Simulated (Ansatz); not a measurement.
SiGeHS, doublet: the ladder up to UCCSDT(Q)

Geometry: displaced at random from a stationary point.

| atom | x (Å) | y (Å) | z (Å) |
| --- | --- | --- | --- |
| Ge | 0.0581 | -0.0142 | 0.9159 |
| S | -0.1068 | 1.0081 | -1.1830 |
| Si | -0.0302 | -1.1557 | -1.0843 |
| H | 0.0529 | 1.1531 | 1.8420 |

Basis cc-pVDZ; Ansatz 0.2.0. Correlated methods freeze the noble-gas cores and the filled d shells of p-block atoms, which leaves 15 electrons in 44 orbitals. Prefix R: restricted or restricted open-shell reference; prefix U: unrestricted. No spin–orbit coupling is included, and no scalar relativity.

Full CI isn't at hand for all of this; UCCSDT(Q) serves as the reference, and is uncertain by about the last step of the cluster series.

* UHF ⟨S²⟩: 0.823
* T1 diagnostic (RCCSD): 0.0347
* largest doubles amplitude (RCCSD): 0.074
* T1 diagnostic (UCCSD): 0.0358

Question: From what is known of these methods and the diagnostics, rank them by the size of their error in total energy against UCCSDT(Q) in cc-pVDZ, smallest first (an estimate: the text doesn't fix the numbers).
A. UMP2
B. UHF
C. UCCSDT
D. UCCSD
E. UCCSD(T)

Answer: C (4.4 kJ/mol), E (9.0 kJ/mol), D (51.9 kJ/mol), A (147.2 kJ/mol), B (901.0 kJ/mol).

All errors are against UCCSDT(Q) in cc-pVDZ. Within each family the higher level lies nearer, as is usual though not guaranteed.
